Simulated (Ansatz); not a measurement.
# InH⁻, doublet: the ladder up to full CI

Geometry: a point of a stretch scan, not a stationary point.

```xyz
2

In    0.0000    0.0000    0.0000
H     0.0000    0.0000    3.0850
```

Basis def2-SVPD with its core potentials; Ansatz 0.2.0. Only valence electrons are correlated (noble-gas cores and the filled d shells of p-block atoms frozen), which leaves 5 electrons in 31 orbitals. Prefix R: restricted or restricted open-shell reference. Active spaces: pair = (3e, 3o) about the gap; valence = (5e, 5o) chosen from the atoms' valence shells. No spin–orbit coupling is included; scalar relativity enters through the core potentials alone.

Full CI is exact within this basis and frozen core; it isn't the basis-set limit.

```
UHF ⟨S²⟩                          : 1.054
T1 diagnostic (RCCSD)             : 0.0409
largest doubles amplitude (RCCSD) : 0.085
```

Task: From what is known of these methods and the diagnostics, rank them by the size of their error in total energy against full CI in def2-SVPD, smallest first (an estimate: the text doesn't fix the numbers).
A. RMP2
B. RCCSDT(Q)
C. RHF
D. CASSCF (pair space)
E. NEVPT2 (valence space)

Result: B (0.0 kJ/mol), E (44.7 kJ/mol), A (70.6 kJ/mol), D (158.3 kJ/mol), C (221.0 kJ/mol).

All errors are against full CI in def2-SVPD. Within each family the higher level lies nearer, as is usual though not guaranteed.

The full-CI state has the irrep B1 of C2v, in the program's axes (one component, if the state is degenerate).

Natural occupations of full CI about the gap: 1.915 1.861 0.981 0.110 0.043 0.013 0.013 0.012 0.009 0.009; effectively unpaired electrons, Σ n²(2−n)², 1.15.
